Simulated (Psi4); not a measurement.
**One shape, several levels: CH3BN− (SMILES [BH3-]C#N)**

We compute a comparison of 3 runs (HF/def2-SVPD, B3LYP/6-31G*, ACPF/6-31G) of CH3BN−. The job is set up through a Python script.

Program for the calculation: Psi4 1.11.

4 further runs of the same task are left out: 1 that didn't finish, 3 set aside as unsound or not needed.

### Step 1. The molecule

CH3BN− has 6 atoms, charge -1, and is taken as a singlet. SMILES: `[BH3-]C#N`. The shape is that of a GFN2-xTB optimisation.

Bond lengths: B1–C2 1.555 Å, C2–N3 1.159 Å, B1–H4 1.224 Å, B1–H5 1.224 Å, B1–H6 1.225 Å. Angles: B1–C2–N3 180.0°, C2–B1–H4 108.7°, C2–B1–H5 108.7°, C2–B1–H6 108.6°, H4–B1–H5 110.3°, H4–B1–H6 110.3°, H5–B1–H6 110.3°.

### Step 2. Energy and forces at HF/def2-SVPD (run 1)

ch3bn.xyz reads:

```xyz
6
CH3BN
B     -0.274220     0.361640    -0.245060
C      0.552190    -0.729680     0.493070
N      1.168130    -1.542260     1.043470
H     -1.344600    -0.122440    -0.588070
H      0.356920     0.734400    -1.225380
H     -0.458410     1.298330     0.521960
```

run.py reads:

```python
import psi4

psi4.set_memory('1600 MB')
psi4.set_num_threads(1)
psi4.core.set_output_file('output.dat', False)

with open('ch3bn.xyz') as f:
    atoms = ''.join(f.readlines()[2:])
mol = psi4.geometry('-1 1\n' + atoms + 'symmetry c1')

psi4.set_options({
    'basis': 'def2-SVPD',
    'reference': 'rhf',
    'puream': True,
    'e_convergence': 1e-09,
    'd_convergence': 1e-08,
    'scf_type': 'pk',
})

E, wfn = psi4.gradient("hf", molecule=mol, return_wfn=True)
psi4.oeprop(wfn, "WIBERG_LOWDIN_INDICES", "MULLIKEN_CHARGES", "DIPOLE", title="HF")
print('gradient / Eh bohr^-1')
print(E.np.round(6))
print(f'energy = {wfn.energy():.10f} Eh')
```

Command:

```console
$ python run.py
```

output.dat:

```text
[...]
  Running in c1 symmetry.
[...]
  Nuclear repulsion =   51.043412472214783
[...]
  Multiplicity = 1
[...]
  Nalpha       = 11
  Nbeta        = 11
[...]
    Number of basis functions: 84
[...]
   @RHF iter   1:  -118.59632803197195   -1.13338e+00   4.14726e-03 ADIIS/DIIS
[...]
   @RHF iter  10:  -118.68630235546414   -2.75548e-11   9.44232e-09 DIIS
[...]
    Orbital Energies [Eh]
    ---------------------
    Doubly Occupied:
       1A    -15.353199     2A    -11.050892     3A     -7.348722
       4A     -0.989883     5A     -0.576227     6A     -0.377908
       7A     -0.311454     8A     -0.299849     9A     -0.299796
      10A     -0.217355    11A     -0.217232
[...]
  @RHF Final Energy:  -118.68630235546414
   => Energetics <=
    Nuclear Repulsion Energy =             51.0434124722147828
    One-Electron Energy =                -265.3743953398653161
    Two-Electron Energy =                  95.6446805121863974
    Total Energy =                       -118.6863023554641359
[...]
  -Total Gradient:
     Atom            X                  Y                   Z
    ------   -----------------  -----------------  -----------------
       1        0.012630135880    -0.016990513427     0.011173320226
       2       -0.036844465923     0.048607337634    -0.032936953040
       3        0.020861210270    -0.027492176120     0.018652884302
       4        0.004055193609     0.001141315279     0.001539160899
       5       -0.001701521670    -0.001759074634     0.003655388031
       6        0.000999447833    -0.003506888732    -0.002083800419
[...]
 Multipole Moments:
 ------------------------------------------------------------------------------------
     Multipole            Electronic (a.u.)      Nuclear  (a.u.)        Total (a.u.)
 ------------------------------------------------------------------------------------
 L = 1.  Multiply by 2.5417464519 to convert [e a0] to [Debye]
 Dipole X            :          2.2480456           -1.9554470            0.2925986
 Dipole Y            :         -2.9712622            2.5836195           -0.3876427
 Dipole Z            :          2.0071965           -1.7462609            0.2609356
 Magnitude           :                                                    0.5513331
[...]
  Mulliken Charges: (a.u.)
   Center  Symbol    Alpha    Beta     Spin     Total
       1     B     2.91467  2.91467  0.00000 -0.82933
       2     C     2.98255  2.98255  0.00000  0.03489
       3     N     3.71257  3.71257  0.00000 -0.42515
       4     H     0.46331  0.46331  0.00000  0.07338
       5     H     0.46338  0.46338  0.00000  0.07324
       6     H     0.46352  0.46352  0.00000  0.07296
   Total alpha = 11.00000, Total beta = 11.00000, Total charge = -1.00000
  Wiberg Bond Indices using Orthogonal Lowdin Orbitals:
[...]
```

On the terminal:

```text
gradient / Eh bohr^-1
[[ 0.01263  -0.016991  0.011173]
 [-0.036844  0.048607 -0.032937]
 [ 0.020861 -0.027492  0.018653]
 [ 0.004055  0.001141  0.001539]
 [-0.001702 -0.001759  0.003655]
 [ 0.000999 -0.003507 -0.002084]]
energy = -118.6863023555 Eh
```

Run time: 4.8 s. Hardware: 1 thread of Intel Xeon 6975P-C (Granite Rapids), shared host; peak memory 0.28 GiB.

### Step 3. A single-point energy at B3LYP/6-31G(d) (spherical functions) (run 2)

job.py reads:

```python
import psi4

psi4.set_memory('1600 MB')
psi4.set_num_threads(1)
psi4.set_output_file('psi4.out', False)

geom = psi4.geometry("""
-1 1
B     -0.51820070     0.68340056    -0.46309628
C      1.04348787    -1.37889536     0.93176726
N      2.20744578    -2.91444901     1.97187252
H     -2.54092575    -0.23137807    -1.11129124
H      0.67448105     1.38781487    -2.31563260
H     -0.86626935     2.45348812     0.98636145
units bohr
symmetry c1
no_reorient
no_com
""")

psi4.set_options({
    'basis': '6-31G*',
    'reference': 'rks',
    'puream': True,
    'e_convergence': 1e-09,
    'd_convergence': 1e-08,
    'scf_type': 'pk',
    'dft_radial_points': 99,
    'dft_spherical_points': 590,
})

e_tot, wfn = psi4.energy('b3lyp', return_wfn=True)
psi4.oeprop(wfn, 'WIBERG_LOWDIN_INDICES', 'DIPOLE', 'MULLIKEN_CHARGES')
print(f'total energy {e_tot:.8f} hartree = {e_tot * 27.211386:.5f} eV')
```

Command:

```console
$ python job.py
```

psi4.out:

```text
[...]
  Running in c1 symmetry.
[...]
  Nuclear repulsion =   51.043412490030967
[...]
  Multiplicity = 1
[...]
  Nalpha       = 11
  Nbeta        = 11
[...]
    Number of basis functions: 48
[...]
   @RKS iter   1:  -119.32046747871669   -5.96928e-01   1.27120e-02 DIIS/ADIIS
[...]
   @RKS iter  10:  -119.55146876142166   -5.68434e-13   4.27230e-09 DIIS
[...]
    Orbital Energies [Eh]
    ---------------------
    Doubly Occupied:
       1A    -14.093035     2A     -9.973633     3A     -6.470805
       4A     -0.666631     5A     -0.344174     6A     -0.180774
       7A     -0.137577     8A     -0.137537     9A     -0.121539
      10A     -0.071041    11A     -0.070954
[...]
  @RKS Final Energy:  -119.55146876142166
   => Energetics <=
    Nuclear Repulsion Energy =             51.0434124900309669
    One-Electron Energy =                -266.3284697430812571
    Two-Electron Energy =                 110.0801858172732750
    DFT Exchange-Correlation Energy =     -14.3465973256446429
    Empirical Dispersion Energy =           0.0000000000000000
    VV10 Nonlocal Energy =                  0.0000000000000000
    Total Energy =                       -119.5514687614216598
[...]
 Multipole Moments:
 ------------------------------------------------------------------------------------
     Multipole            Electronic (a.u.)      Nuclear  (a.u.)        Total (a.u.)
 ------------------------------------------------------------------------------------
 L = 1.  Multiply by 2.5417464519 to convert [e a0] to [Debye]
 Dipole X            :        -16.9371207           16.3893301           -0.5477905
 Dipole Y            :         22.3702128          -21.6475875            0.7226253
 Dipole Z            :        -15.1272305           14.6376674           -0.4895630
 Magnitude           :                                                    1.0305017
[...]
  Mulliken Charges: (a.u.)
   Center  Symbol    Alpha    Beta     Spin     Total
       1     B     2.61828  2.61828  0.00000 -0.23656
       2     C     2.93795  2.93795  0.00000  0.12409
       3     N     3.71636  3.71636  0.00000 -0.43272
       4     H     0.57575  0.57575  0.00000 -0.15149
       5     H     0.57579  0.57579  0.00000 -0.15157
       6     H     0.57587  0.57587  0.00000 -0.15174
   Total alpha = 11.00000, Total beta = 11.00000, Total charge = -1.00000
  Wiberg Bond Indices using Orthogonal Lowdin Orbitals:
[...]
```

On the terminal:

```text
total energy -119.55146876 hartree = -3253.16116 eV
```

It took 6.3 s on 1 thread of Intel Xeon 6975P-C (Granite Rapids), shared host; peak memory 0.66 GiB.

### Step 4. The energy at ACPF/6-31G (density fitting) (run 3)

calc.py reads:

```python
import psi4

psi4.set_memory(1600000000)
psi4.set_num_threads(1)
psi4.set_output_file('run.log', False)

geom = psi4.geometry("""
-1 1
B     -0.51820070     0.68340056    -0.46309628
C      1.04348787    -1.37889536     0.93176726
N      2.20744578    -2.91444901     1.97187252
H     -2.54092575    -0.23137807    -1.11129124
H      0.67448105     1.38781487    -2.31563260
H     -0.86626935     2.45348812     0.98636145
units bohr
""")

psi4.set_options(dict(basis='6-31G', reference='rhf'))

e = psi4.energy("acpf", molecule=geom)
print(f'acpf energy: {e:.10f} Eh')
```

Command:

```console
$ python calc.py
```

run.log:

```text
[...]
  Running in c1 symmetry.
[...]
  Nuclear repulsion =   51.043412490030960
[...]
  Multiplicity = 1
[...]
  Nalpha       = 11
  Nbeta        = 11
[...]
    Number of basis functions: 33
[...]
   @RHF iter   1:  -118.62802028998254   -1.12136e+00   1.06820e-02 DIIS/ADIIS
[...]
   @RHF iter  11:  -118.71020912623113   -3.41061e-13   1.02699e-09 DIIS
[...]
    Orbital Energies [Eh]
    ---------------------
    Doubly Occupied:
       1A    -15.359406     2A    -11.048622     3A     -7.333353
       4A     -1.018776     5A     -0.571545     6A     -0.368804
       7A     -0.295711     8A     -0.290574     9A     -0.290521
      10A     -0.203736    11A     -0.203609
[...]
  @RHF Final Energy:  -118.71020912623113
   => Energetics <=
    Nuclear Repulsion Energy =             51.0434124900309598
    One-Electron Energy =                -265.5379301990568024
    Two-Electron Energy =                  95.7843085827947078
    Total Energy =                       -118.7102091262311347
[...]
 Multipole Moments:
 ------------------------------------------------------------------------------------
     Multipole            Electronic (a.u.)      Nuclear  (a.u.)        Total (a.u.)
 ------------------------------------------------------------------------------------
 L = 1.  Multiply by 2.5417464519 to convert [e a0] to [Debye]
 Dipole X            :          2.2546059           -1.9554470            0.2991589
 Dipole Y            :         -2.9800110            2.5836195           -0.3963915
 Dipole Z            :          2.0130377           -1.7462609            0.2667768
 Magnitude           :                                                    0.5637305
[...]
      * SCS-MP2 total energy:                 -118.982757671094
[...]
      * MP2 total energy:                     -118.985759367385
[...]
```

On the terminal:

```text
acpf energy: -119.0030135318 Eh
```

Run time: 3.3 s. Hardware: 1 thread of Intel Xeon 6975P-C (Granite Rapids), shared host; peak memory 0.19 GiB.

### Step 5. Overview of the runs

```
run                               level      task         integration grid  energy (Eh)  HOMO energy (eV)  LUMO energy (eV)  HOMO–LUMO gap (eV)  wall time
  1                        HF/def2-SVPD  gradient                        –  -118.686302             -5.91              5.82               11.73      4.8 s
  2  B3LYP/6-31G* (spherical functions)    energy  99 radial × 590 angular  -119.551469             -1.93              7.28                9.21      6.3 s
  3        ACPF/6-31G (density fitting)    energy                        –  -119.003014             -5.54             11.28               16.82      3.3 s
```

### Step 6. Summary of results

```
                                                    quantity          value
                                         run 3: total energy  -119.00301 Eh
                  run 3: HOMO energy (Hartree–Fock orbitals)       -5.54 eV
                  run 3: LUMO energy (Hartree–Fock orbitals)       11.28 eV
run 3: HOMO–LUMO gap (to an unbound level, set by the basis)       16.82 eV
                                   run 3: correlation energy     -292.8 mEh
```

All runs together took 14 s, the longest 6.3 s.
